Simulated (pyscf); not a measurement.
Elementary routes open to HO–GaH–AsH₂ + hydrogen (H₂) in the gas phase (singlet surface):
A. H₂Ga–AsH₂ + water (H₂O) (Ga–O, H–H broken; Ga–H, H–O formed)
B. AsH₃ + HO–GaH₂ (As–Ga, H–H broken; As–H, Ga–H formed)

Structures and frequencies: ωB97X-D3(BJ)/def2-SVP in PySCF.

Rank the routes by free-energy barrier at 298 K, lowest first, for ωB97M-D3(BJ)/def2-TZVP energies (ideal gas, 1 atm, RRHO with modes under 100 cm⁻¹ raised to 100, one conformer, R ln 2 for rigid chiral ones).

A (1.41 eV), B (2.06 eV)

Route A is the fastest of these, ahead of the next by 0.66 eV. The most stable products are those of B (ΔG = +0.32 eV), whose barrier is 0.66 eV higher: the kinetic and the thermodynamic product differ. At 1200 K A is still the fastest. A: On the product side the descent ends in an adduct with a Ga–O contact, 0.65 eV under the separated species and 1.08 eV under the saddle at ωB97X-D3(BJ)/def2-TZVP. B: On the product side the descent ends in a complex, 0.18 eV under the separated species and 1.31 eV under the saddle at ωB97X-D3(BJ)/def2-TZVP. Only these routes are compared; each barrier is that of the saddle found, and lower ones may exist. Elements up to Kr have no core potential and no relativistic terms here.
